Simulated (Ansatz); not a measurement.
System: black phosphorus. Method: r²SCAN in Ansatz (PAW).

Settings: plane-wave cutoff 500 eV, 10×10×8 k mesh (along the axes of the cell as run), gaussian smearing 0.02 eV, scalar-relativistic PAW data made under PBE.

Computed at the level's own relaxed cell.

Estimate the lattice parameter c, band gap, lattice constant a, equilibrium volume per atom and lattice parameter b that the calculation returns.


lattice parameter c: 4.556 Å
band gap: 0.25 eV (on the SCF k mesh)
lattice constant a: 3.300 Å
equilibrium volume per atom: 20.71 Å³/atom
lattice parameter b: 11.022 Å

Measured, for comparison: band gap 0.35 eV (temperature not stated, not corrected to a static lattice; as tabulated in Das et al. (2018), arXiv:1807.05623); equilibrium volume per atom 18.97 Å³/atom (temperature not stated, not corrected to a static lattice; as tabulated in Appalakondaiah et al. (2012), arXiv:1211.3512). Computed (rounded) less measured: equilibrium volume per atom +9.2 %.

Note: the cell comes from a level without a dispersion term, which matters for the spacing of layers, chains or molecules.

Ansatz is a first-principles code.
